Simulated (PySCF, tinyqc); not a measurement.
RHF in the sto-3g basis, for BH, spin multiplicity 1, step by step (part 1 of 2). The lowest restricted solution is unstable here: a spin-polarised one lies 0.0049 hartree lower (PySCF). Computed by tinyqc, a small Python program that keeps every step (integrals from PySCF). Settings: charge = 0, multiplicity = 1, basis = sto-3g, energy threshold = 1e-10, iteration cap = 63, orthogonalisation = symmetric, start = core, DIIS depth = 6, method = RHF. Command: `OMP_NUM_THREADS=1 python tinyqc.py 31925 31926 out.jsonl` (the two numbers bound the seeds that draw the settings). One thread of a shared host (Intel(R) Xeon(R) Processor @ 2.60GHz), about 0.05 s of CPU time with the checks. Later iterations appear only in the table of the cycle.

## One-electron integrals

Geometry (angstrom):
```
atom         x         y         z
B     0.000000  0.000000  0.000000
H     0.000000  0.000000  1.755000
```

Basis sto-3g: exponents (1/bohr^2) and contraction coefficients of normalised primitives:
```
element  l (shell)   exponent  coefficient
B            s (1)  48.791113     0.154329
B            s (1)   8.887362     0.535328
B            s (1)   2.405267     0.444635
B            s (2)   2.236956    -0.099967
B            s (2)   0.519821     0.399513
B            s (2)   0.169062     0.700115
B            p (3)   2.236956     0.155916
B            p (3)   0.519821     0.607684
B            p (3)   0.169062     0.391957
H            s (1)   3.425251     0.154329
H            s (1)   0.623914     0.535328
H            s (1)   0.168855     0.444635
```

Overlap, kinetic and nuclear-attraction integrals over the contracted functions; the nuclear repulsion is the sum of Za Zb / Rab.

nuclear repulsion = 1.50762738 hartree

overlap S, order 1B 1s, 1B 2s, 1B 2px, 1B 2py, 1B 2pz, 2H 1s:
```
[[1.000000, 0.269328, 0.000000, 0.000000, 0.000000, 0.018910],
 [0.269328, 1.000000, 0.000000, 0.000000, 0.000000, 0.233770],
 [0.000000, 0.000000, 1.000000, 0.000000, 0.000000, 0.000000],
 [0.000000, 0.000000, 0.000000, 1.000000, 0.000000, 0.000000],
 [0.000000, 0.000000, 0.000000, 0.000000, 1.000000, 0.283231],
 [0.018910, 0.233770, 0.000000, 0.000000, 0.283231, 1.000000]]
```

kinetic energy T (hartree), order 1B 1s, 1B 2s, 1B 2px, 1B 2py, 1B 2pz, 2H 1s:
```
[[10.826302, -0.047967, 0.000000, 0.000000, 0.000000, -0.005449],
 [-0.047967, 0.359168, 0.000000, 0.000000, 0.000000, 0.004455],
 [0.000000, 0.000000, 1.123881, 0.000000, 0.000000, 0.000000],
 [0.000000, 0.000000, 0.000000, 1.123881, 0.000000, 0.000000],
 [0.000000, 0.000000, 0.000000, 0.000000, 1.123881, 0.047896],
 [-0.005449, 0.004455, 0.000000, 0.000000, 0.047896, 0.760032]]
```

nuclear attraction V (hartree), order 1B 1s, 1B 2s, 1B 2px, 1B 2py, 1B 2pz, 2H 1s:
```
[[-23.448914, -3.220571, 0.000000, 0.000000, -0.008544, -0.227397],
 [-3.220571, -4.072201, 0.000000, 0.000000, -0.085579, -0.728536],
 [0.000000, 0.000000, -4.024714, 0.000000, 0.000000, 0.000000],
 [0.000000, 0.000000, 0.000000, -4.024714, 0.000000, 0.000000],
 [-0.008544, -0.085579, 0.000000, 0.000000, -4.075943, -0.824187],
 [-0.227397, -0.728536, 0.000000, 0.000000, -0.824187, -2.732312]]
```

core Hamiltonian H = T + V (hartree), order 1B 1s, 1B 2s, 1B 2px, 1B 2py, 1B 2pz, 2H 1s:
```
[[-12.622611, -3.268539, 0.000000, 0.000000, -0.008544, -0.232846],
 [-3.268539, -3.713033, 0.000000, 0.000000, -0.085579, -0.724081],
 [0.000000, 0.000000, -2.900833, 0.000000, 0.000000, 0.000000],
 [0.000000, 0.000000, 0.000000, -2.900833, 0.000000, 0.000000],
 [-0.008544, -0.085579, 0.000000, 0.000000, -2.952062, -0.776291],
 [-0.232846, -0.724081, 0.000000, 0.000000, -0.776291, -1.972280]]
```

## Two-electron integrals

Functions are numbered as in S; the eight-fold symmetry (ij|kl) = (ji|kl) = (kl|ij) leaves the list below.

Two-electron integrals (ij|kl) in chemists' order, unique and non-zero (hartree):
```
(11|11) 2.923513   (21|11) 0.518376   (21|21) 0.109262   (22|11) 0.744229
(22|21) 0.193177   (22|22) 0.544804   (31|31) 0.020264   (32|31) 0.029996
(32|32) 0.120346   (33|11) 0.742491   (33|21) 0.193240   (33|22) 0.544682
(33|33) 0.586773   (41|41) 0.020264   (42|41) 0.029996   (42|42) 0.120346
(43|43) 0.031630   (44|11) 0.742491   (44|21) 0.193240   (44|22) 0.544682
(44|33) 0.523513   (44|44) 0.586773   (51|51) 0.020264   (52|51) 0.029996
(52|52) 0.120346   (53|53) 0.031630   (54|54) 0.031630   (55|11) 0.742491
(55|21) 0.193240   (55|22) 0.544682   (55|33) 0.523513   (55|44) 0.523513
(55|55) 0.586773   (61|11) 0.036223   (61|21) 0.007610   (61|22) 0.013511
(61|33) 0.013458   (61|44) 0.013458   (61|51) 0.000537   (61|52) 0.000997
(61|55) 0.013625   (61|61) 0.000546   (62|11) 0.115336   (62|21) 0.030564
(62|22) 0.098860   (62|33) 0.095853   (62|44) 0.095853   (62|51) 0.003290
(62|52) 0.022523   (62|55) 0.104769   (62|61) 0.002270   (62|62) 0.028854
(63|31) 0.002603   (63|32) 0.013159   (63|53) 0.003889   (63|63) 0.002590
(64|41) 0.002603   (64|42) 0.013159   (64|54) 0.003889   (64|64) 0.002590
(65|11) 0.121974   (65|21) 0.032674   (65|22) 0.111139   (65|33) 0.105651
(65|44) 0.105651   (65|51) 0.005429   (65|52) 0.035113   (65|55) 0.121982
(65|61) 0.002502   (65|62) 0.037468   (65|65) 0.050250   (66|11) 0.301085
(66|21) 0.081050   (66|22) 0.296809   (66|33) 0.282341   (66|44) 0.282341
(66|51) 0.008403   (66|52) 0.079804   (66|55) 0.325307   (66|61) 0.006033
(66|62) 0.122484   (66|65) 0.170850   (66|66) 0.774606
```

## Orthogonalisation

S = U s U^T; symmetric (Loewdin) form X = U s^(-1/2) U^T, so that X^T S X = 1.

eigenvalues of S: [0.591197, 0.808487, 1.000000, 1.000000, 1.174578, 1.425737]

X, order 1B 1s, 1B 2s, 1B 2px, 1B 2py, 1B 2pz, 2H 1s:
```
[[1.029343, -0.144821, 0.000000, 0.000000, -0.004274, 0.016890],
 [-0.144821, 1.053281, 0.000000, 0.000000, 0.028656, -0.132125],
 [0.000000, 0.000000, 1.000000, 0.000000, 0.000000, 0.000000],
 [0.000000, 0.000000, 0.000000, 1.000000, 0.000000, 0.000000],
 [-0.004274, 0.028656, 0.000000, 0.000000, 1.033459, -0.155156],
 [0.016890, -0.132125, 0.000000, 0.000000, -0.155156, 1.056825]]
```

## Starting guess

The start is the orbitals of the core Hamiltonian; D = 2 C_occ C_occ^T.

D at the start, order 1B 1s, 1B 2s, 1B 2px, 1B 2py, 1B 2pz, 2H 1s:
```
[[2.159384, -0.594009, 0.000000, 0.000000, -0.015818, 0.037934],
 [-0.594009, 2.211837, 0.000000, 0.000000, 0.067504, -0.128298],
 [0.000000, 0.000000, 0.000000, 0.000000, 0.000000, 0.000000],
 [0.000000, 0.000000, 0.000000, 0.000000, 0.000000, 0.000000],
 [-0.015818, 0.067504, 0.000000, 0.000000, 2.081790, -0.167324],
 [0.037934, -0.128298, 0.000000, 0.000000, -0.167324, 0.020288]]
```

## Iteration 1: building the Fock matrix

J_ij = sum D_kl (ij|kl), K_ij = sum D_kl (ik|jl); F = H + J - 0.5 K; E = tr D H + tr D J / 2 - 0.25 tr D K + E_nn.

Coulomb J (hartree), order 1B 1s, 1B 2s, 1B 2px, 1B 2py, 1B 2pz, 2H 1s:
```
[[8.827415, 1.802575, 0.000000, 0.000000, 0.000959, 0.126288],
 [1.802575, 3.660997, 0.000000, 0.000000, -0.000536, 0.635166],
 [0.000000, 0.000000, 3.615141, 0.000000, 0.000000, 0.000000],
 [0.000000, 0.000000, 0.000000, 3.615141, 0.000000, 0.000000],
 [0.000959, -0.000536, 0.000000, 0.000000, 3.739965, 0.706128],
 [0.126288, 0.635166, 0.000000, 0.000000, 0.706128, 1.825660]]
```

exchange K (hartree), order 1B 1s, 1B 2s, 1B 2px, 1B 2py, 1B 2pz, 2H 1s:
```
[[5.981628, 1.100452, 0.000000, 0.000000, 0.000194, 0.083633],
 [1.100452, 1.431992, 0.000000, 0.000000, 0.002931, 0.234744],
 [0.000000, 0.000000, 0.335725, 0.000000, 0.000000, 0.000000],
 [0.000000, 0.000000, 0.000000, 0.335725, 0.000000, 0.000000],
 [0.000194, 0.002931, 0.000000, 0.000000, 1.447444, 0.237507],
 [0.083633, 0.234744, 0.000000, 0.000000, 0.237507, 0.099459]]
```

Fock matrix F (hartree), order 1B 1s, 1B 2s, 1B 2px, 1B 2py, 1B 2pz, 2H 1s:
```
[[-6.786010, -2.016190, 0.000000, 0.000000, -0.007682, -0.148374],
 [-2.016190, -0.768032, 0.000000, 0.000000, -0.087581, -0.206287],
 [0.000000, 0.000000, 0.546446, 0.000000, 0.000000, 0.000000],
 [0.000000, 0.000000, 0.000000, 0.546446, 0.000000, 0.000000],
 [-0.007682, -0.087581, 0.000000, 0.000000, 0.064181, -0.188917],
 [-0.148374, -0.206287, 0.000000, 0.000000, -0.188917, -0.196349]]
```

total energy of this density = -24.03722944 hartree

## Iteration 1: diagonalisation and new density

Diagonalise F' = X^T F X, C = X C', fill 3 alpha and 3 beta electrons from the bottom; D = 2 C_occ C_occ^T. Each column has its largest component positive (the first on a tie).

F' = X^T F X (hartree):
```
[[-6.609322, -1.085784, 0.000000, 0.000000, -0.006950, 0.014142],
 [-1.085784, -0.334722, 0.000000, 0.000000, -0.048606, -0.129145],
 [0.000000, 0.000000, 0.546446, 0.000000, 0.000000, 0.000000],
 [0.000000, 0.000000, 0.000000, 0.546446, 0.000000, 0.000000],
 [-0.006950, -0.048606, 0.000000, 0.000000, 0.120663, -0.184900],
 [0.014142, -0.129145, 0.000000, 0.000000, -0.184900, -0.113382]]
```

orbital energies (hartree): [-6.791939, -0.323759, -0.044932, 0.223867, 0.546446, 0.546446]

coefficients C, order 1B 1s, 1B 2s, 1B 2px, 1B 2py, 1B 2pz, 2H 1s:
```
[[0.991073, -0.186776, -0.250164, -0.033624, 0.000000, 0.000000],
 [0.031791, 0.580505, 0.886189, 0.159132, 0.000000, 0.000000],
 [0.000000, 0.000000, 0.000000, 0.000000, 0.755134, 0.655570],
 [0.000000, 0.000000, 0.000000, 0.000000, -0.655570, 0.755134],
 [0.002618, 0.277229, -0.265025, 0.972548, 0.000000, 0.000000],
 [-0.004351, 0.598052, -0.593726, -0.669702, 0.000000, 0.000000]]
```

D after iteration 1, order 1B 1s, 1B 2s, 1B 2px, 1B 2py, 1B 2pz, 2H 1s:
```
[[2.159388, -0.597221, 0.000000, 0.000000, 0.034229, 0.065030],
 [-0.597221, 2.246657, 0.000000, 0.000000, -0.147693, -0.358240],
 [0.000000, 0.000000, 0.000000, 0.000000, 0.000000, 0.000000],
 [0.000000, 0.000000, 0.000000, 0.000000, 0.000000, 0.000000],
 [0.034229, -0.147693, 0.000000, 0.000000, 0.294202, 0.646277],
 [0.065030, -0.358240, 0.000000, 0.000000, 0.646277, 1.420391]]
```

Within a degenerate level the vectors are fixed only up to a rotation; this is one choice.

## Iteration 2: building the Fock matrix

As before.

Coulomb J (hartree), order 1B 1s, 1B 2s, 1B 2px, 1B 2py, 1B 2pz, 2H 1s:
```
[[8.091690, 1.616171, 0.000000, 0.000000, 0.009192, 0.113483],
 [1.616171, 3.256738, 0.000000, 0.000000, 0.109235, 0.661075],
 [0.000000, 0.000000, 3.220912, 0.000000, 0.000000, 0.000000],
 [0.000000, 0.000000, 0.000000, 3.220912, 0.000000, 0.000000],
 [0.009192, 0.109235, 0.000000, 0.000000, 3.315294, 0.781044],
 [0.113483, 0.661075, 0.000000, 0.000000, 0.781044, 2.526989]]
```

exchange K (hartree), order 1B 1s, 1B 2s, 1B 2px, 1B 2py, 1B 2pz, 2H 1s:
```
[[5.945991, 1.050681, 0.000000, 0.000000, 0.004911, 0.079322],
 [1.050681, 1.267833, 0.000000, 0.000000, 0.007498, 0.342475],
 [0.000000, 0.000000, 0.287226, 0.000000, 0.000000, 0.000000],
 [0.000000, 0.000000, 0.000000, 0.287226, 0.000000, 0.000000],
 [0.004911, 0.007498, 0.000000, 0.000000, 0.655525, 0.509166],
 [0.079322, 0.342475, 0.000000, 0.000000, 0.509166, 1.301282]]
```

Fock matrix F (hartree), order 1B 1s, 1B 2s, 1B 2px, 1B 2py, 1B 2pz, 2H 1s:
```
[[-7.503917, -2.177709, 0.000000, 0.000000, -0.001807, -0.159024],
 [-2.177709, -1.090212, 0.000000, 0.000000, 0.019908, -0.234243],
 [0.000000, 0.000000, 0.176465, 0.000000, 0.000000, 0.000000],
 [0.000000, 0.000000, 0.000000, 0.176465, 0.000000, 0.000000],
 [-0.001807, 0.019908, 0.000000, 0.000000, 0.035470, -0.249830],
 [-0.159024, -0.234243, 0.000000, 0.000000, -0.249830, -0.095933]]
```

total energy of this density = -24.59972698 hartree

## Iteration 2: DIIS over 2 matrices

error matrix X^T (FDS - SDF) X:
```
[[0.000000, -0.002104, 0.000000, 0.000000, 0.002065, 0.001731],
 [0.002104, 0.000000, 0.000000, 0.000000, -0.162711, 0.078414],
 [0.000000, 0.000000, 0.000000, 0.000000, 0.000000, 0.000000],
 [0.000000, 0.000000, 0.000000, 0.000000, 0.000000, 0.000000],
 [-0.002065, 0.162711, 0.000000, 0.000000, 0.000000, -0.210851],
 [-0.001731, -0.078414, 0.000000, 0.000000, 0.210851, 0.000000]]
```

B (overlaps of the stored error matrices):
```
[[4.2625499e-01, -1.3187113e-01],
 [-1.3187113e-01, 1.5418711e-01]]
```

Minimise |sum c_i e_i|^2 with sum c_i = 1: solve [B -1; -1 0][c; lambda] = [0; -1] with B_ij = tr e_i^T e_j, and take F = sum c_i F_i.

DIIS coefficients: [0.338858, 0.661142]

extrapolated F (hartree), order 1B 1s, 1B 2s, 1B 2px, 1B 2py, 1B 2pz, 2H 1s:
```
[[-7.260649, -2.122977, 0.000000, 0.000000, -0.003798, -0.155415],
 [-2.122977, -0.981039, 0.000000, 0.000000, -0.016516, -0.224770],
 [0.000000, 0.000000, 0.301836, 0.000000, 0.000000, 0.000000],
 [0.000000, 0.000000, 0.000000, 0.301836, 0.000000, 0.000000],
 [-0.003798, -0.016516, 0.000000, 0.000000, 0.045199, -0.229189],
 [-0.155415, -0.224770, 0.000000, 0.000000, -0.229189, -0.129960]]
```

## Iteration 2: diagonalisation and new density

As before.

F' = X^T F X (hartree):
```
[[-7.084930, -1.100948, 0.000000, 0.000000, -0.013825, 0.014284],
 [-1.100948, -0.537827, 0.000000, 0.000000, 0.031832, -0.145113],
 [0.000000, 0.000000, 0.301836, 0.000000, 0.000000, 0.000000],
 [0.000000, 0.000000, 0.000000, 0.301836, 0.000000, 0.000000],
 [-0.013825, 0.031832, 0.000000, 0.000000, 0.119075, -0.247806],
 [0.014284, -0.145113, 0.000000, 0.000000, -0.247806, -0.022056]]
```

orbital energies (hartree): [-7.265128, -0.419425, -0.167039, 0.301836, 0.301836, 0.325853]

coefficients C, order 1B 1s, 1B 2s, 1B 2px, 1B 2py, 1B 2pz, 2H 1s:
```
[[0.992449, -0.272776, 0.130706, 0.000000, 0.000000, -0.066164],
 [0.027073, 0.906494, -0.495745, 0.000000, 0.000000, 0.283590],
 [0.000000, 0.000000, 0.000000, 0.948133, 0.317875, 0.000000],
 [0.000000, 0.000000, 0.000000, -0.317875, 0.948133, 0.000000],
 [0.001440, 0.100355, 0.531978, 0.000000, 0.000000, 0.894358],
 [-0.003453, 0.296134, 0.663063, 0.000000, 0.000000, -0.794567]]
```

D after iteration 2, order 1B 1s, 1B 2s, 1B 2px, 1B 2py, 1B 2pz, 2H 1s:
```
[[2.152894, -0.570395, 0.000000, 0.000000, 0.087175, 0.004922],
 [-0.570395, 2.136455, 0.000000, 0.000000, -0.345430, -0.120718],
 [0.000000, 0.000000, 0.000000, 0.000000, 0.000000, 0.000000],
 [0.000000, 0.000000, 0.000000, 0.000000, 0.000000, 0.000000],
 [0.087175, -0.345430, 0.000000, 0.000000, 0.586148, 0.764897],
 [0.004922, -0.120718, 0.000000, 0.000000, 0.764897, 1.054719]]
```

Within a degenerate level the vectors are fixed only up to a rotation; this is one choice.

## Iteration 3: building the Fock matrix

As before.

Coulomb J (hartree), order 1B 1s, 1B 2s, 1B 2px, 1B 2py, 1B 2pz, 2H 1s:
```
[[8.204541, 1.645511, 0.000000, 0.000000, -0.000811, 0.115208],
 [1.645511, 3.324419, 0.000000, 0.000000, 0.054546, 0.650633],
 [0.000000, 0.000000, 3.285007, 0.000000, 0.000000, 0.000000],
 [0.000000, 0.000000, 0.000000, 3.285007, 0.000000, 0.000000],
 [-0.000811, 0.054546, 0.000000, 0.000000, 3.390237, 0.759002],
 [0.115208, 0.650633, 0.000000, 0.000000, 0.759002, 2.375716]]
```

exchange K (hartree), order 1B 1s, 1B 2s, 1B 2px, 1B 2py, 1B 2pz, 2H 1s:
```
[[5.947880, 1.060436, 0.000000, 0.000000, 0.003133, 0.080724],
 [1.060436, 1.290665, 0.000000, 0.000000, -0.079705, 0.359783],
 [0.000000, 0.000000, 0.290589, 0.000000, 0.000000, 0.000000],
 [0.000000, 0.000000, 0.000000, 0.290589, 0.000000, 0.000000],
 [0.003133, -0.079705, 0.000000, 0.000000, 0.841638, 0.525029],
 [0.080724, 0.359783, 0.000000, 0.000000, 0.525029, 1.113079]]
```

Fock matrix F (hartree), order 1B 1s, 1B 2s, 1B 2px, 1B 2py, 1B 2pz, 2H 1s:
```
[[-7.392010, -2.153245, 0.000000, 0.000000, -0.010921, -0.158001],
 [-2.153245, -1.033946, 0.000000, 0.000000, 0.008820, -0.253339],
 [0.000000, 0.000000, 0.238880, 0.000000, 0.000000, 0.000000],
 [0.000000, 0.000000, 0.000000, 0.238880, 0.000000, 0.000000],
 [-0.010921, 0.008820, 0.000000, 0.000000, 0.017355, -0.279804],
 [-0.158001, -0.253339, 0.000000, 0.000000, -0.279804, -0.153104]]
```

total energy of this density = -24.66318838 hartree

## Iteration 3: DIIS over 3 matrices

error matrix X^T (FDS - SDF) X:
```
[[0.000000, 0.001050, 0.000000, 0.000000, 0.013253, -0.009537],
 [-0.001050, 0.000000, 0.000000, 0.000000, -0.051300, 0.034422],
 [0.000000, 0.000000, 0.000000, 0.000000, 0.000000, 0.000000],
 [0.000000, 0.000000, 0.000000, 0.000000, 0.000000, 0.000000],
 [-0.013253, 0.051300, 0.000000, 0.000000, 0.000000, -0.031474],
 [0.009537, -0.034422, 0.000000, 0.000000, 0.031474, 0.000000]]
```

B (overlaps of the stored error matrices):
```
[[4.2625499e-01, -1.3187113e-01, -7.8685248e-03],
 [-1.3187113e-01, 1.5418711e-01, 3.5382500e-02],
 [-7.8685248e-03, 3.5382500e-02, 1.0149838e-02]]
```

As before.

DIIS coefficients: [-0.103789, -0.435191, 1.538981]

extrapolated F (hartree), order 1B 1s, 1B 2s, 1B 2px, 1B 2py, 1B 2pz, 2H 1s:
```
[[-7.406206, -2.156824, 0.000000, 0.000000, -0.015224, -0.158554],
 [-2.156824, -1.037059, 0.000000, 0.000000, 0.014000, -0.266533],
 [0.000000, 0.000000, 0.234120, 0.000000, 0.000000, 0.000000],
 [0.000000, 0.000000, 0.000000, 0.234120, 0.000000, 0.000000],
 [-0.015224, 0.014000, 0.000000, 0.000000, 0.004612, -0.302281],
 [-0.158554, -0.266533, 0.000000, 0.000000, -0.302281, -0.173496]]
```

## Iteration 3: diagonalisation and new density

As before.

F' = X^T F X (hartree):
```
[[-7.230007, -1.109802, 0.000000, 0.000000, -0.032186, 0.020683],
 [-1.109802, -0.579502, 0.000000, 0.000000, 0.080419, -0.187757],
 [0.000000, 0.000000, 0.234120, 0.000000, 0.000000, 0.000000],
 [0.000000, 0.000000, 0.000000, 0.234120, 0.000000, 0.000000],
 [-0.032186, 0.080419, 0.000000, 0.000000, 0.100354, -0.322169],
 [0.020683, -0.187757, 0.000000, 0.000000, -0.322169, -0.035695]]
```

orbital energies (hartree): [-7.410379, -0.485502, -0.253583, 0.234120, 0.234120, 0.404613]

coefficients C, order 1B 1s, 1B 2s, 1B 2px, 1B 2py, 1B 2pz, 2H 1s:
```
[[0.992803, -0.264748, 0.133744, 0.000000, 0.000000, -0.084778],
 [0.025858, 0.878039, -0.507004, 0.000000, 0.000000, 0.346378],
 [0.000000, 0.000000, 0.000000, 0.900239, 0.435396, 0.000000],
 [0.000000, 0.000000, 0.000000, -0.435396, 0.900239, 0.000000],
 [0.002815, 0.083741, 0.577969, 0.000000, 0.000000, 0.867111],
 [-0.003409, 0.348150, 0.607896, 0.000000, 0.000000, -0.817275]]
```

D after iteration 3, order 1B 1s, 1B 2s, 1B 2px, 1B 2py, 1B 2pz, 2H 1s:
```
[[2.147274, -0.549192, 0.000000, 0.000000, 0.115850, -0.028508],
 [-0.549192, 2.057347, 0.000000, 0.000000, -0.438864, -0.005209],
 [0.000000, 0.000000, 0.000000, 0.000000, 0.000000, 0.000000],
 [0.000000, 0.000000, 0.000000, 0.000000, 0.000000, 0.000000],
 [0.115850, -0.438864, 0.000000, 0.000000, 0.682137, 0.760979],
 [-0.028508, -0.005209, 0.000000, 0.000000, 0.760979, 0.981515]]
```

Within a degenerate level the vectors are fixed only up to a rotation; this is one choice.

## Iteration 4: building the Fock matrix

As before.

Coulomb J (hartree), order 1B 1s, 1B 2s, 1B 2px, 1B 2py, 1B 2pz, 2H 1s:
```
[[8.223718, 1.650862, 0.000000, 0.000000, -0.005188, 0.115437],
 [1.650862, 3.336951, 0.000000, 0.000000, 0.032797, 0.646750],
 [0.000000, 0.000000, 3.295940, 0.000000, 0.000000, 0.000000],
 [0.000000, 0.000000, 0.000000, 3.295940, 0.000000, 0.000000],
 [-0.005188, 0.032797, 0.000000, 0.000000, 3.406017, 0.751957],
 [0.115437, 0.646750, 0.000000, 0.000000, 0.751957, 2.340625]]
```

exchange K (hartree), order 1B 1s, 1B 2s, 1B 2px, 1B 2py, 1B 2pz, 2H 1s:
```
[[5.946028, 1.064016, 0.000000, 0.000000, 0.003683, 0.080440],
 [1.064016, 1.285203, 0.000000, 0.000000, -0.124494, 0.370107],
 [0.000000, 0.000000, 0.287908, 0.000000, 0.000000, 0.000000],
 [0.000000, 0.000000, 0.000000, 0.287908, 0.000000, 0.000000],
 [0.003683, -0.124494, 0.000000, 0.000000, 0.892714, 0.521724],
 [0.080440, 0.370107, 0.000000, 0.000000, 0.521724, 1.078705]]
```

Fock matrix F (hartree), order 1B 1s, 1B 2s, 1B 2px, 1B 2py, 1B 2pz, 2H 1s:
```
[[-7.371907, -2.149685, 0.000000, 0.000000, -0.015573, -0.157629],
 [-2.149685, -1.018684, 0.000000, 0.000000, 0.009465, -0.262384],
 [0.000000, 0.000000, 0.251153, 0.000000, 0.000000, 0.000000],
 [0.000000, 0.000000, 0.000000, 0.251153, 0.000000, 0.000000],
 [-0.015573, 0.009465, 0.000000, 0.000000, 0.007598, -0.285196],
 [-0.157629, -0.262384, 0.000000, 0.000000, -0.285196, -0.171007]]
```

total energy of this density = -24.66796723 hartree
